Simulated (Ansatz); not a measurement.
Ansatz (an electronic-structure program) input (BLYP/6-31G*):

Ansatz 0.2 input:
```yaml
crystal:
  periodic: [false, false, false]
  atoms:
    - {symbol: Si, position_ang: [0.00000000, 0.00000000, 0.00000000]}
    - {symbol: H, position_ang: [0.01222522, 1.46745298, -0.00876651]}
    - {symbol: H, position_ang: [1.26466648, -0.74421996, 0.01999757]}
    - {symbol: H, position_ang: [-1.27689170, -0.72323302, -0.01123105]}
basis:
  gaussian:
    orbitals: 6-31G*
hamiltonian:
  xc: {name: BLYP}
total_charge: 1
output: {forces: true}
```

Output:

```
Functional definition: BLYP
integrals: 0.00 GiB planned
261 factors; integrals over basis functions are off by at most 9.4e-4 eV
mean field: 0.05 GiB planned
mean field evaluation 1: about -7915.2081 eV, gradient 1.2e1 eV
mean field evaluation 2: about -7915.8177 eV, gradient 3.4e0 eV
mean field evaluation 4: about -7915.8696 eV, gradient 2.8e-1 eV
mean field evaluation 8: about -7915.8627 eV, gradient 2.2e-3 eV
mean field -7915.86273756 eV, -290.9025900410 hartree, gradient 1.0e-6 eV, S^2 0.000000; 0 other end points of the search recorded, 0 dependent functions left out
the calculation of the forces begins
reference -7915.86297706 eV, -290.9025988424 hartree; 8, 8 occupied and 17, 17 virtual orbitals, 261 factors
Total energy: -7915.86297706 eV, -290.9025988424 hartree
Atom 0 at     0.000000     0.000000     0.000000 Å, force    -0.000000    -0.000032     0.000000 eV/Å
Atom 1 at     0.012225     1.467453    -0.008767 Å, force     0.002502     0.300330    -0.001794 eV/Å
Atom 2 at     1.264666    -0.744220     0.019998 Å, force     0.258791    -0.152296     0.004092 eV/Å
Atom 3 at    -1.276892    -0.723233    -0.011231 Å, force    -0.261293    -0.148001    -0.002298 eV/Å
Dipole moment:     0.000000     0.000004    -0.000000 e Å
```

The dipole moment of an ion depends on the origin.
